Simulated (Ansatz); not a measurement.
Relaxation of AlH6P (8 atoms, charge 0, multiplicity 1), to a largest force component of 0.03 eV/Å in at most 50 steps.

Method: RKS r2SCAN-D4/def2-SVP (Ansatz 0.2.0).

```xyz
8
Properties=species:S:1:pos:R:3
Al 0.043 -0.615 -0.295
H 0.077 0.298 2.306
H 1.382 0.208 -0.549
H -1.370 -0.018 -0.717
P 0.029 -2.641 0.783
H -0.571 -3.374 -0.283
H 1.371 -3.036 0.481
H -0.013 -0.401 2.161
```

Problem. Where does it end, and by what steps?

Solution. It converged. After 9 steps the energy has fallen by 0.181 eV; H2 moved furthest, 0.53 Å.

```tsv
step	energy less start (eV)	largest force component (eV/Å)	accepted
0	0.0000	1.795	yes
1	-0.0889	0.857	yes
2	-0.1151	0.273	yes
3	-0.1409	0.669	yes
4	-0.1717	0.236	yes
5	-0.1093	0.629	no
6	-0.1779	0.122	yes
7	-0.1779	0.120	yes
8	-0.1809	0.045	yes
9	-0.1814	0.014	yes
```

```xyz
8
Properties=species:S:1:pos:R:3
Al 0.112 -0.652 -0.012
H -0.075 0.528 1.858
H 1.459 0.168 -0.210
H -1.287 -0.051 -0.469
P 0.195 -2.862 0.775
H -0.687 -3.346 -0.241
H 1.385 -3.180 0.052
H -0.154 -0.183 2.133
```

Whether the end is a true minimum wasn't checked by a vibrational analysis.

Run time: 30 s on 1 thread of Arm Neoverse V1, with other jobs on the host, peak memory 0.12 GiB.
